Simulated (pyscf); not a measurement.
`[CH3][Al]([OH])[OH]` + `[CH2]=[CH2]` → `[CH3][CH2][CH2][Al]([OH])[OH]`, gas phase, singlet surface. Optimised with ωB97X-D3(BJ)/def2-SVP in PySCF. ΔG in kcal/mol from ωB97M-D3(BJ)/def2-TZVP energies (ideal gas, 1 atm, RRHO with modes under 100 cm⁻¹ raised to 100, one conformer, R ln 2 for chiral ones without a mode under 150 cm⁻¹).

| T (K) | ΔG |
|---|---|
| 298 | -7.0 |
| 600 | +5.1 |
| 900 | ? |
| 1200 | +28.5 |

Fit a line to the three values, predict ΔG at 900 K, and estimate where the reaction turns unfavourable at 1 atm of each gas.

Least squares gives ΔG = -18.6 + 39.3 × T/1000 K, so ΔS is about -164 J/(mol K) and ΔH about -18.6 kcal/mol over this range (ΔH at 298 K: -18.9). At 900 K the line gives +16.8; the computed value is +16.9. ΔG = 0 falls near 470 K; 1 kcal/mol in the energy moves that by 25 K. This is thermodynamics alone and says nothing of the barrier.
